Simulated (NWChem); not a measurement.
## Total energies of chloromethane (CH3Cl)

SMILES: CCl
```xyz
5

C      1.1279    -0.0568     0.0000
Cl    -0.6610     0.0333     0.0000
H      1.4635    -0.5967     0.9046
H      1.4635    -0.5967    -0.9046
H      1.5423     0.9682     0.0000
```
Charge 0, spin multiplicity 1.

All runs are NWChem calculations. Structure: optimised with PBE/def2-SVP, a minimum by its harmonic frequencies.

Basis set: 6-31G* (38 functions).

```json
[
 {"method": "RHF", "total energy (Ha)": "-499.08955"},
 {"method": "MP2", "total energy (Ha)": "-499.34913"},
 {"method": "B2PLYP", "total energy (Ha)": "-499.88010"},
 {"method": "PBE", "total energy (Ha)": "-499.83622"},
 {"method": "B3LYP", "total energy (Ha)": "-500.10393"},
 {"method": "r2SCAN", "total energy (Ha)": "-500.02671"},
 {"method": "CCSD(T)", "total energy (Ha)": "-499.38496"}
]
```

Total energies of different functionals aren't comparable as a measure of quality: only differences taken within one method are. 

The correlated methods keep 6 core orbitals frozen. B3LYP has NWChem's definition, with VWN1-RPA local correlation. The Pople sets run with spherical d functions. Coupled-cluster values serve here as a point of comparison, not as the truth.
